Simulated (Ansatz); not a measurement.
**H2N2, singlet: CASSCF and its corrections**

Program: Ansatz, Gaussian basis, development build. Basis aug-cc-pVTZ, nonrelativistic, 2 orbitals frozen in the corrections. State-specific CASSCF; RHF is the lowest restricted (open-shell) Hartree–Fock solution met. On stretched bonds single-reference methods can fail or change state. Solutions may break the symmetry of the shape. No proof that the lowest CASSCF solution was found. The orbital stability of a CASSCF solution shown is undecided.

Geometry:

```xyz
4

N     0.0000    0.6260    0.0000
N     0.0000   -0.6260    0.0000
H     0.9836    0.9248    0.0000
H    -0.9836   -0.9248    0.0000
```

Q: What do CASSCF and its corrections give against RHF in CAS(6,4), and what are the occupations?

A: CASSCF -1.212 eV, SC-NEVPT2 -11.027 eV; occupations 2.00, 2.00, 1.90, 0.11.

Q: How do single-reference totals in the same basis and frozen core stand against SC-NEVPT2 in CAS(6,4)?

A: CCSD(T) -1.143 eV. Coupled cluster stands on the determinant that it favours, which can lie over the RHF solution above, and is in doubt where the occupations are far from 0, 1 and 2.

Q: Roughly how much CPU time does a whole run from the default start take (median of such runs, summed over threads; nearly all runs on one pinned thread of a shared server, mostly Xeon at 2.3 to 2.6 GHz, by a development driver)?

A: CAS(6,4): about 27 s. Other jobs ran beside these, and the count of passes differs.
